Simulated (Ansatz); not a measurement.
CH$_{5}$AlO (`[CH3][AlH][OH]`) at its PBE0-D4/def2-TZVP geometry, where that method's forces vanish. Charge 0, multiplicity 1.

```xyz
8

C    -1.0053   -0.7388   -0.2224
Al    0.7104    0.1074    0.1032
O     0.7262    1.7921    0.3357
H    -1.0306   -1.2055   -1.2127
H    -1.8295   -0.0243   -0.1660
H    -1.1965   -1.5378    0.5011
H     2.0934   -0.6731    0.1631
H     1.5319    2.2800    0.4979
```

What forces (eV/Å) does B3LYP-D4/def2-TZVPP give on these atoms in Ansatz? (Estimate.)

The calculation gave: 
```
C1  -0.072 -0.031 -0.013
Al2  0.123 -0.127 -0.002
O3   0.007  0.044  0.007
H4  -0.010  0.017  0.041
H5   0.027 -0.044 -0.006
H6  -0.003  0.032 -0.032
H7  -0.086  0.042 -0.005
H8   0.015  0.067  0.011
```

B3LYP here is the variant with VWN-RPA as its local correlation; programs differ in this.
